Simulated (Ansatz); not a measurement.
# C3H3N: the cost of one run

Program: the Python package of Ansatz 0.2.0. Level of theory: B3LYP+D4/def2-SVP. These are calculated values, not measurements.

## Step 1: Starting point

Bond lengths: C1–C2 1.201 Å, C2–C3 1.432 Å, C3–N4 1.282 Å, N4–H5 1.025 Å, C1–H6 1.065 Å, C3–H7 1.100 Å. Angles: C1–C2–C3 179.8°, C2–C1–H6 179.1°, C2–C3–N4 112.7°, C2–C3–H7 121.2°, N4–C3–H7 126.0°, C3–N4–H5 109.7°.

No structure file is read: the coordinates are typed or built in the script.

## Step 2: The code

freq.py

```python
# -*- coding: utf-8 -*-
import itertools

import ansatz as az
from ase.data import atomic_numbers, covalent_radii
import numpy as np

geometry_ang = [
    ("C", [1.8805, 0.2824, -0.0993]),
    ("C", [0.7142, 0.0506, 0.0719]),
    ("C", [-0.6753, -0.2276, 0.2799]),
    ("N", [-1.4123, 0.181, -0.6863]),
    ("H", [-2.3932, -0.0412, -0.4894]),
    ("H", [2.9109, 0.4947, -0.2651]),
    ("H", [-1.0248, -0.7398, 1.1881]),
]
c3h3n = az.Crystal.molecule()
for symbol, xyz in geometry_ang:
    c3h3n = c3h3n.atom(symbol, xyz)

model = c3h3n.calculation().basis(gaussian="def2-SVP").functional("B3LYP", dispersion="d4")
symbols = [site.symbol for site in c3h3n.cartesian_sites]
start = np.array([site.position_ang for site in c3h3n.cartesian_sites], dtype=float)
r = model.relax(force_tolerance=0.003).run(threads=1, pin="off").report
end = np.array(r["positions_ang"])

radius = [covalent_radii[atomic_numbers[s]] for s in symbols]
span = lambda where, i, j: np.linalg.norm(where[i] - where[j])
bonded = [(i, j) for i, j in itertools.combinations(range(len(symbols)), 2) if min(span(start, i, j), span(end, i, j)) < 1.2 * (radius[i] + radius[j])]
print("pair        before    after (A)")
for i, j in bonded:
    print(f"{symbols[i]}{i}-{symbols[j]}{j}".ljust(10), f"{span(start, i, j):8.4f} {span(end, i, j):8.4f}")

minimum = az.Crystal.molecule()
for symbol, place in zip(symbols, end):
    minimum = minimum.atom(symbol, place.tolist())
vibrating = (
    minimum.calculation()
    .basis(gaussian="def2-SVP")
    .functional("B3LYP", dispersion="d4")
    .phonons(temperatures=(200, 600, 100))
)
vib = vibrating.run(threads=1, pin="off").report["vibrations"]
sums = vib["harmonic_sums"]
modes = [m["omega_inv_cm"] for m in sums["modes_at_gamma"] if m["rigid_motion"] == "no"]
print("frequencies (1/cm):", " ".join(f"{w:.0f}" for w in modes))
print("imaginary modes:", sum(w < 0 for w in modes), " zero-point energy:", round(sums["zero_point_energy_ev"], 4), "eV")
print("T (K)   F_vib (eV)   S_vib (meV/K)   C_vib (meV/K)")
for row in zip(sums["temperatures_k"], sums["vibrational_free_energy_ev"], vib["entropy_ev_per_k"], vib["heat_capacity_ev_per_k"]):
    print(f"{row[0]:6.1f} {row[1]:11.4f} {1000 * row[2]:13.4f} {1000 * row[3]:15.4f}")
```

## Step 3: The input behind the calls

The package turns the script's settings into the engine's input (first run):

```yaml
crystal:
  periodic: [false, false, false]
  atoms:
    - { symbol: C, position_ang: [1.8805, 0.2824, -0.0993] }
    - { symbol: C, position_ang: [0.7142, 0.0506, 0.0719] }
    - { symbol: C, position_ang: [-0.6753, -0.2276, 0.2799] }
    - { symbol: "N", position_ang: [-1.4123, 0.181, -0.6863] }
    - { symbol: H, position_ang: [-2.3932, -0.0412, -0.4894] }
    - { symbol: H, position_ang: [2.9109, 0.4947, -0.2651] }
    - { symbol: H, position_ang: [-1.0248, -0.7398, 1.1881] }
basis:
  gaussian:
    orbitals: def2-SVP
hamiltonian:
  xc: b3lyp
  dispersion: d4
relax:
  f_tol: 0.003
```

## Step 4: The run

Started as:

```bash
> python freq.py
```

**Question.** How long does this script take on 1 thread of Arm Neoverse V2, shared host, and how much memory does it need?

About 58 s, with a peak of 0.21 GiB.
